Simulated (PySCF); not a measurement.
**Dipole moment and polarisability of `C=C(C)/C=C\C`**

Species: C6H10.
Geometry (PBE0-D3(BJ)/def2-SVP, Å), atoms numbered from 1 in this order:
```xyz
16
C6H10 angstrom
C     -1.9526    0.5705    1.3418
C     -0.9502    0.2052    0.5199
C     -1.2439   -0.5474   -0.7465
C      0.4224    0.5669    0.8875
C      1.5990    0.3249    0.2787
C      1.9012   -0.4082   -0.9935
H     -1.7605    1.1162    2.2695
H     -2.9941    0.3338    1.1099
H     -0.8239   -0.0383   -1.6269
H     -2.3274   -0.6502   -0.8959
H     -0.8106   -1.5594   -0.7207
H      0.4819    1.1395    1.8197
H      2.4761    0.7422    0.7866
H      1.6817    0.2098   -1.8810
H      2.9690   -0.6637   -1.0446
H      1.3332   -1.3417   -1.1013
```

Level: wB97X-D/def2-SVPD (PySCF), static field, nuclei fixed, core orbitals frozen in the response. The polarisability tensor in these axes (au):

```
x   103.98  -4.84 -17.49
y    -4.84  59.04  10.81
z   -17.49  10.81  75.38
```

Q: What are the eigenvalues, a third of the trace, and Δα (Δα² = ½Σ(αi − αj)² over the three pairs)?

A: Principal values 53.35, 71.26 and 113.79 au; mean 79.47 au = 11.78 Å³ = 13.10 × 10⁻⁴⁰ C²·m²/J; Δα = 53.77 au (68 % of the mean).

Q: What is the dipole moment, and where does it point?

A: (0.30, -0.28, -0.61) D, 0.74 D in size, pointing from the negative to the positive side. Measured along this direction, the outermost atoms are H7 at the negative end and H15 at the positive end.

Q: Molar refractivity from α?

A: Lorentz–Lorenz: R = (4π/3)N_A α = 2.5225 cm³/(mol·Å³) × 11.78 Å³ = 29.7 cm³/mol, in the limit of long wavelengths.

Q: What would n − 1 = 2πNα be for an ideal gas of these molecules at 350 K and 1 atm, electronic part alone?

A: N = p/kT = 2.0968 × 10¹⁹ cm⁻³, so n − 1 = 2π × N × 11.78 × 10⁻²⁴ cm³ = 1551 × 10⁻⁶ at long wavelengths.

Q: Directions of the eigenvectors, and the extent of the frame along each?

A: Largest value along (0.88, -0.17, -0.45), where the nuclei span 6.37 Å; middle along (0.47, 0.47, 0.75), 4.19 Å; least along (-0.09, 0.86, -0.49), 1.88 Å. The response follows the extents in order.

The structure is a single PBE0-D3(BJ)/def2-SVP conformer in the gas phase; no vibrational or solvent corrections.
